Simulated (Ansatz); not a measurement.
Cartesian coordinates (Å):
```xyz
3

S     -1.5516     0.0009     0.0000
C      0.0000     0.0000     0.0000
S      1.5516    -0.0009     0.0000
```
Charge +1, spin multiplicity 2.

Level of theory: frozen-core CCSD(T)/cc-pVTZ // B3LYP-D3(BJ)/def2-TZVP (Ansatz, a program for electronic structure).

| Item | Value |
|---|---|
| HF energy | -832.64616 Ha |
| MP2 correlation energy | -0.42341 Ha |

Q: Estimate the CCSD correlation energy, the (T) correction, the total energy and the T1 diagnostic.

A: 
```yaml
CCSD correlation energy: -0.46433 Ha
"(T) correction": -0.02974 Ha
CCSD(T) total energy: -833.14023 Ha
T1 diagnostic: 0.042
```
